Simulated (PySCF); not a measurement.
# Working out the ionisation energy of Mg

Mg [Ne] 3s2 (1S) → Mg+ [Ne] 3s1 (2S). All numbers are calculated (PySCF 2.14, scalar relativity by spin-free X2C-1e, in aug-cc-pCVTZ-DK with one added diffuse shell each of s, p, d, f type (9s8p6d4f, 91 functions)). Frozen: nothing. Energies in hartree (1 hartree = 27.21139 eV):

```tsv
part	Mg (lower)	Mg+ (upper)
UHF	-199.919603	-199.676474
CCSD correlation	-0.337389	-0.302160
(T)	-0.003485	-0.002241
```

Q: What does Hartree-Fock give?

A: (-199.676474) − (-199.919603) = 0.243129 hartree = 6.616 eV.

Q: What do CCSD and CCSD(T) give?

A: The CCSD correlation energies differ by 0.035229 hartree = 0.959 eV and the triples by 0.001244 hartree = 0.034 eV, so CCSD gives 7.575 eV and CCSD(T) 7.609 eV.

Measured between the centres of the two terms (NIST): 7.646 eV, so CCSD(T) (all electrons) is off by -0.037 eV.

What remains against the reference includes basis incompleteness and higher excitations.
